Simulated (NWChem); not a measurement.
## How basis sets differ on AlCl (aluminium monochloride)

The species is AlCl (2 atoms), meant as a singlet with charge 0. SMILES: `[Al][Cl]`. The bond length is the measured one.

```xyz
2

Al    0.0000    0.0000    0.0000
Cl    0.0000    0.0000    2.1301
```

Quantity: the electronic atomisation energy, in eV. The values are calculated. Electronic energies at fixed atoms, without zero-point motion or spin-orbit coupling.

```tsv
level	kind	program	value (eV)	CPU time (all runs)
BP86/6-31+G* (spherical functions)	GGA	NWChem	5.10	9.9 s
BP86/6-311++G(3df,3pd)	GGA	NWChem	5.23	22 s
BP86/6-31G* (spherical functions)	GGA	NWChem	5.11	6.8 s
BP86/6-31++G** (spherical functions)	GGA	NWChem	5.10	10 s
BP86/6-311+G**	GGA	NWChem	5.12	10 s
BP86/6-311++G(2d,2p)	GGA	NWChem	5.19	13 s
```

The values span 5.10 to 5.23 eV. CPU times are rough (shared hosts, several kinds of processor): they show what a rung costs within a factor of a few.
